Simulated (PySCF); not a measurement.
# Telling isomers of C$_{3}$H$_{5}$NO$_{2}$ apart by NMR

- B3LYP/pcJ-1 coupling constants (spin–dipole term left out of most H,H and C,H couplings)
- PBE0-D3(BJ)/def2-SVP geometry
- shieldings: GIAO PBE0/pcSseg-1
- code: PySCF 2.14
- one conformer, in vacuum, fast rotation and ring inversion assumed for equivalent nuclei, no relativistic terms

Shifts are taken against calculated references (same method and geometry level): 1H (σref 31.27), 13C (σref 184.41) vs TMS. Multiplet labels drop J under 1 Hz and among equivalent protons, and merge close values. Unscaled 3J(H,H) run several per cent high. Acid and N–H amide carbonyl carbons lie up to 10 ppm further downfield in solution (hydrogen bonding). Shifts are as computed. Against solution values, carbons near 30 ppm lie about +2 ppm off and those near 130 ppm about +5 ppm. Of 1211 compounds with measured shifts, 218 miss one by over three times the rms of a fit or turn the order of signals round; such compounds aren't used in these exercises. Groups on amide-type nitrogens are kept apart (slow C–N rotation). OH and NH positions are gas-phase values without hydrogen bonding to other molecules.

(1) Tabulate the signals of `CC(=O)C(N)=O`, `NC(=O)CC=O` and their relative energies.

(2) What is the quickest way to tell CC(=O)C(N)=O from NC(=O)CC=O?

Answers

(1) 
```tsv
SMILES	carbon types	δC	δH	E rel. (kcal/mol)
CC(=O)C(N)=O	2×C 1×CH3	204.3, 160.2, 27.1	6.50 (br, 1H), 4.15 (br, 1H), 2.48 (s, 3H)	0.0
NC(=O)CC=O	1×C 1×CH 1×CH2	206.1, 164.4, 50.4	9.80 (s, 1H), 7.51 (br, 1H), 4.55 (br, 1H), 3.20 (s, 2H)	5.4
```

Energies are electronic energies at PBE0/pcSseg-1 on these geometries, without zero-point or thermal terms, each for the one conformer computed, which needn't be the lowest.

(2) Both give the same number of carbon signals, but DEPT or the intensities differ. The first has a methyl carbon α to a carbonyl (CH3) at 27.1 ppm, the second an aldehyde carbonyl carbon (CH) at 206.1 ppm. Their most deshielded carbons lie at 204.3 and 206.1 ppm. In the proton spectra the most deshielded non-exchanging signals are 2.48 (s, 3H) and 9.80 (s, 1H).
